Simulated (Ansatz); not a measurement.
**CH₅ (doublet): the correlation ladder at distance C1–H5 along a hydrogen transfer = 1.209 Å, cc-pVTZ**

One table from this session's results is given with a row withheld; the runs are named, their logs left out.

Program: Ansatz 0.2.0, Gaussian basis. Level of theory: cc-pVTZ, core rule «outside noble gas», up to 1 orbitals frozen. These are calculated values, not measurements.

To be run: UHF; CCSD(T) on ROHF; CCSD(T) on UHF; BCCD(T) on ROHF; CISD; CCSDT(Q) on ROHF; CCSDT(Q) on UHF; CASSCF and NEVPT2, 3 electrons in 3 orbitals; CASSCF and NEVPT2, 9 electrons in 9 orbitals.

## The system

The geometry derives from fragments relaxed apart (PBE0/def2-TZVP) and kept rigid, so it is no stationary point. A hydrogen atom is moved between rigid fragments.

6 atoms, charge 0, spin multiplicity 2.

Atoms are counted from 1 here; the program's logs count them from 0.

Bond lengths: C1–H2 1.090 Å, C1–H3 1.090 Å, C1–H4 1.090 Å, C1–H5 1.209 Å. Angles: H2–C1–H3 109.5°, H2–C1–H4 109.5°, H2–C1–H5 109.5°, H3–C1–H4 109.5°, H3–C1–H5 109.5°, H4–C1–H5 109.5°.

Set-up of the first run:

in.yaml reads:

```yaml
crystal:
  periodic: [false, false, false]
  atoms:
    - {symbol: C, position_ang: [-0.132027, 0.000000, 0.000000]}
    - {symbol: H, position_ang: [-0.495233, 1.027301, 0.000000]}
    - {symbol: H, position_ang: [-0.495233, -0.513650, 0.889668]}
    - {symbol: H, position_ang: [-0.495233, -0.513650, -0.889669]}
    - {symbol: H, position_ang: [1.076973, 0.000000, 0.000000]}
    - {symbol: H, position_ang: [1.981973, 0.000000, 0.000000]}
basis:
  gaussian: {orbitals: cc-pVTZ}
magnetization: {spin_polarized: true, initial_magnetization: 1}
hamiltonian: {xc: hf}
output: {orbitals: {seedname: orbitals}}
```

The run is started by

```
$ ansatz run in.yaml --threads 1 --pin off --events-out ev --progress --plain --max-ram 4096MiB --backend cpu
```

Steps of the session up to this table: UHF; CCSD(T) on ROHF; CCSD(T) on UHF; BCCD(T) on ROHF; CISD; CCSDT(Q) on ROHF; CCSDT(Q) on UHF; CASSCF and NEVPT2, 3 electrons in 3 orbitals; CASSCF and NEVPT2, 9 electrons in 9 orbitals.

One of the session's tables, all rows but one given; the rest of the session is left out.

| method | from UCCSDT(Q) (meV) |
| --- | --- |
| ROHF | +6755.6 |
| UHF | +6535.6 |
| RMP2 | ? |
| UMP2 | +878.3 |
| CISD | +561.1 |
| RCCSD | +216.7 |
| UCCSD | +210.5 |
| RCCSD(T) | +18.6 |
| UCCSD(T) | +19.9 |
| BCCD(T) | +18.6 |
| RCCSDT | +5.9 |
| UCCSDT | +5.3 |
| RCCSDT(Q) | +0.5 |
| UCCSDT(Q) | 0 |
| CASSCF pair | +6129.2 |
| NEVPT2 pair | +865.6 |
| CASSCF valence | +4290.9 |
| NEVPT2 valence | +975.5 |

**Question.** Estimate the row for RMP2.

**Answer.** from UCCSDT(Q) (meV): +828.6. In the column «from UCCSDT(Q) (meV)» it lies between CISD (+561.1) and NEVPT2 pair (+865.6).

To keep in mind: Restricted and unrestricted rows rest on different reference determinants; where their highest levels disagree by more than a few hundredths of an eV, they describe different states and don't form one ladder.
